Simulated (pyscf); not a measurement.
HO–Nb(F)(F)(F)–F -> O=Nb(F)(F)–F + hydrogen fluoride (HF), gas phase, singlet surface. Single points on ωB97X-D3(BJ)/def2-SVP structures (PySCF, gas phase). ΔG in kcal/mol from ωB97M-D3(BJ)/def2-TZVP energies (ideal gas, 1 atm, RRHO with modes under 100 cm⁻¹ raised to 100, one conformer, R ln 2 for chiral ones without a mode under 150 cm⁻¹).

```csv
T (K),ΔG
298,+10.6
600,?
900,-8.4
1200,-17.4
```

### Question
Fit a line to the three values, predict ΔG at 600 K, and estimate where the reaction turns favourable at 1 atm of each gas.

### Answer
Least squares gives ΔG = +19.8 − 31.1 × T/1000 K, so ΔS is about +130 J/(mol K) and ΔH about +19.8 kcal/mol over this range (ΔH at 298 K: +20.3). At 600 K the line gives +1.1; the computed value is +0.9. ΔG = 0 falls near 640 K; 1 kcal/mol in the energy moves that by 32 K. This is thermodynamics alone and says nothing of the barrier. Elements past Kr carry the def2 core potentials, without spin-orbit coupling.
